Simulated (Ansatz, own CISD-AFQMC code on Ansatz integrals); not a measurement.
C3H4, SMILES `C#CC` (charge 0, multiplicity 1).

Cartesian coordinates (Å):
```xyz
7

C      1.6988     0.0117     0.0662
C      0.4998     0.0035     0.0195
C     -0.9487    -0.0065    -0.0370
H      2.7619     0.0191     0.1077
H     -1.3777     0.1724     0.9516
H     -1.3172    -0.9700    -0.3966
H     -1.3169     0.7700    -0.7115
```
Charge 0, spin multiplicity 1.

Frozen-core energies in cc-pVDZ from Ansatz (a program for electronic structure) at a geometry from PBE0-D3(BJ)/def2-TZVP; the HF reference has <S^2> = 0.00 and the T1 diagnostic is 0.011.

```
level    energy (Ha)
-------  -----------
HF        -115.87427
MP2       -116.26983
CCSD      -116.29919
CCSD(T)   -116.31486
```

### Question
Estimate the energies of CCSDT, phaseless AFQMC, CISD trial (own CISD-AFQMC code on Ansatz integrals; ±0.40 mHa) and CCSDT(Q), and give each level's difference from CCSDT(Q).

### Answer

```tsv
level	energy (Ha)	difference from CCSDT(Q) (mHa)
MP2	-116.26983	46.87
CCSD	-116.29919	17.51
CCSD(T)	-116.31486	1.84
CCSDT	-116.31542	1.28
phaseless AFQMC, CISD trial (own CISD-AFQMC code on Ansatz integrals; ±0.40 mHa)	-116.31601	0.69
CCSDT(Q)	-116.31670	0.00
```
